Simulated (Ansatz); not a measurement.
# CHOS radical (SMILES [O]C=S): functionals against CCSD(T) at one geometry

How do the functionals fare away from a minimum? The structure is a structure displaced at random from a GFN2-xTB minimum.

The runs use Ansatz 0.2.0, Gaussian basis; single points in def2-TZVPP.

Correlated methods freeze the cores. Orbitals are unrestricted.

**1. Starting geometry**

4 atoms, charge 0, spin multiplicity 2.

Atoms are counted from 1 here; the program's logs count them from 0.

Bond lengths: O1–C2 1.189 Å, C2–S3 1.593 Å, C2–H4 1.093 Å. Angles: O1–C2–S3 140.6°, O1–C2–H4 115.7°, S3–C2–H4 103.6°.

Coordinates:

```
O    -1.2583   -0.0781   -0.2558
C    -0.0940    0.0064   -0.0296
S     1.1275   -0.8793    0.4816
H     0.3409    1.0028   -0.1449
```

**2. CCSD(T)/def2-TZVPP**

Contents of run/in.yaml:

```yaml
crystal:
  periodic: [false, false, false]
  atoms:
    - {symbol: O, position_ang: [-1.258300, -0.078100, -0.255800]}
    - {symbol: C, position_ang: [-0.094000, 0.006400, -0.029600]}
    - {symbol: S, position_ang: [1.127500, -0.879300, 0.481600]}
    - {symbol: H, position_ang: [0.340900, 1.002800, -0.144900]}
basis:
  gaussian: {orbitals: def2-TZVPP}
magnetization: {spin_polarized: true, initial_magnetization: 1}
correlation: {method: ccsd_t}
scf: {omitted_lower_state_checks: [cluster_reference]}
output: {forces: true}
```

No record of the launch command was kept for these runs.

**3. PBE0-D4/def2-TZVPP**

Edit run/in.yaml of step 2 so:

```diff
@@ -10,4 +10,3 @@
 magnetization: {spin_polarized: true, initial_magnetization: 1}
-correlation: {method: ccsd_t}
-scf: {omitted_lower_state_checks: [cluster_reference]}
-output: {forces: true}
+hamiltonian: {xc: pbe0, dispersion: d4}
+output: {forces: true, orbitals: {seedname: orbitals}}
```

**4. wB97M-V/def2-TZVPP**

Edit run/in.yaml of step 3 so:

```diff
@@ -10,3 +10,3 @@
 magnetization: {spin_polarized: true, initial_magnetization: 1}
-hamiltonian: {xc: pbe0, dispersion: d4}
-output: {forces: true, orbitals: {seedname: orbitals}}
+hamiltonian: {xc: {name: wB97M-V}}
+output: {forces: true}
```

**5. r2SCAN-D4/def2-TZVPP**

Edit run/in.yaml of step 4 so:

```diff
@@ -10,3 +10,3 @@
 magnetization: {spin_polarized: true, initial_magnetization: 1}
-hamiltonian: {xc: {name: wB97M-V}}
+hamiltonian: {xc: r2scan, dispersion: d4}
 output: {forces: true}
```

**6. PBE-D4/def2-TZVPP**

Edit run/in.yaml of step 5 so:

```diff
@@ -10,3 +10,3 @@
 magnetization: {spin_polarized: true, initial_magnetization: 1}
-hamiltonian: {xc: r2scan, dispersion: d4}
+hamiltonian: {xc: pbe, dispersion: d4}
 output: {forces: true}
```

**7. wB97X-V/def2-TZVPP**

Edit run/in.yaml of step 6 so:

```diff
@@ -10,3 +10,3 @@
 magnetization: {spin_polarized: true, initial_magnetization: 1}
-hamiltonian: {xc: pbe, dispersion: d4}
+hamiltonian: {xc: {name: wB97X-V}}
 output: {forces: true}
```

**8. HSE06-D4/def2-TZVPP**

Edit run/in.yaml of step 7 so:

```diff
@@ -10,3 +10,3 @@
 magnetization: {spin_polarized: true, initial_magnetization: 1}
-hamiltonian: {xc: {name: wB97X-V}}
+hamiltonian: {xc: hse06, dispersion: d4}
 output: {forces: true}
```

(Steps that only read results are left out.)

Q: Predict the outcome of this session. Wanted: energy less free atoms, CCSD(T)/def2-TZVPP; RMS force component; RMS force error; HOMO and LUMO, PBE0-D4; T1 diagnostic.

As calculated:

| quantity | value |
| --- | --- |
| energy less free atoms, CCSD(T)/def2-TZVPP | -14.165 eV |
| RMS force component | 1.359 to 1.695 eV/Å over the methods |
| RMS force error | PBE0-D4 0.440, wB97M-V 0.323, r2SCAN-D4 0.519, PBE-D4 0.659, wB97X-V 0.258, HSE06-D4 0.442 eV/Å |
| HOMO and LUMO, PBE0-D4 | -7.99 and -4.90 eV |
| T1 diagnostic | 0.032 |

What this shows: Against CCSD(T) the functionals' energies less atoms differ by -1.872 to -0.716 eV, PBE-D4 by -1.872 eV. The reference is not at the basis limit: in triple zeta CCSD(T) underbinds, which counts against methods that bind more; the gaps are no ranking. The forces of wB97X-V come nearest to CCSD(T), those of PBE-D4 are farthest. Frozen-core CCSD(T) forces in triple zeta carry basis errors of their own, and this is one geometry, so small gaps rank nothing.
